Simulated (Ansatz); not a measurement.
Two members of one family (Series AlH2X), computed with Ansatz in the gas phase. The two geometries come from different levels. Binding counts from free atoms in the multiplicity of their measured ground term, without zero-point energy. A dash marks a value that wasn't run or was left out as unsound. The structures are stationary points that may keep the symmetry of their start.

First: AlH2F (singlet, charge 0, PBE0-D4/def2-TZVP geometry).

```xyz
4

Al    0.027   -0.025    0.042
H    -0.274    0.513    1.492
H     0.972   -1.231   -0.324
F    -0.724    0.743   -1.210
```

```json
{"level": "PBE-D4/def2-TZVP", "HOMO (eV)": "-7.45", "LUMO (eV)": "-2.14", "gap (eV)": "5.32", "vertical IE (eV)": "11.13", "vertical triplet (eV)": "5.06", "binding per atom (eV)": "3.04"}
{"level": "r2SCAN-D4/def2-TZVP", "HOMO (eV)": "-7.79", "LUMO (eV)": "-1.74", "gap (eV)": "6.05", "vertical IE (eV)": "11.26", "vertical triplet (eV)": "5.20", "binding per atom (eV)": "3.08"}
{"level": "B3LYP-D4/6-31G", "HOMO (eV)": "-8.61", "LUMO (eV)": "-1.68", "gap (eV)": "6.93", "vertical IE (eV)": "–", "vertical triplet (eV)": "–", "binding per atom (eV)": "2.77"}
{"level": "PBE0-D4/def2-SVP", "HOMO (eV)": "-8.72", "LUMO (eV)": "-1.24", "gap (eV)": "7.48", "vertical IE (eV)": "–", "vertical triplet (eV)": "–", "binding per atom (eV)": "2.98"}
{"level": "PBE0-D4/def2-TZVP", "HOMO (eV)": "-8.79", "LUMO (eV)": "-1.37", "gap (eV)": "7.42", "vertical IE (eV)": "11.44", "vertical triplet (eV)": "5.39", "binding per atom (eV)": "3.00"}
```

Second: AlH2(CN) (singlet, charge 0, r2SCAN-D4/def2-TZVP geometry).

```xyz
5

Al    0.553   -0.353    0.296
H     0.301   -1.033    1.691
H     1.904   -0.373   -0.508
C    -0.933    0.596   -0.502
N    -1.825    1.162   -0.977
```

Problem. What does the change do? Estimate second minus first.

Solution. 
```json
{"level": "PBE-D4/def2-TZVP", "Δ HOMO (eV)": "-0.49", "Δ LUMO (eV)": "-1.22", "Δ gap (eV)": "-0.73", "Δ vertical IE (eV)": "0.02", "Δ vertical triplet (eV)": "-0.65", "Δ binding per atom (eV)": "0.76"}
{"level": "r2SCAN-D4/def2-TZVP", "Δ HOMO (eV)": "-0.47", "Δ LUMO (eV)": "-1.33", "Δ gap (eV)": "-0.86", "Δ vertical IE (eV)": "0.03", "Δ vertical triplet (eV)": "-0.67", "Δ binding per atom (eV)": "0.61"}
{"level": "B3LYP-D4/6-31G", "Δ HOMO (eV)": "-0.40", "Δ LUMO (eV)": "-1.11", "Δ gap (eV)": "-0.71", "Δ vertical IE (eV)": "–", "Δ vertical triplet (eV)": "–", "Δ binding per atom (eV)": "0.68"}
{"level": "PBE0-D4/def2-SVP", "Δ HOMO (eV)": "-0.44", "Δ LUMO (eV)": "-1.27", "Δ gap (eV)": "-0.82", "Δ vertical IE (eV)": "–", "Δ vertical triplet (eV)": "–", "Δ binding per atom (eV)": "0.72"}
{"level": "PBE0-D4/def2-TZVP", "Δ HOMO (eV)": "-0.45", "Δ LUMO (eV)": "-1.19", "Δ gap (eV)": "-0.75", "Δ vertical IE (eV)": "0.08", "Δ vertical triplet (eV)": "-0.57", "Δ binding per atom (eV)": "0.69"}
```
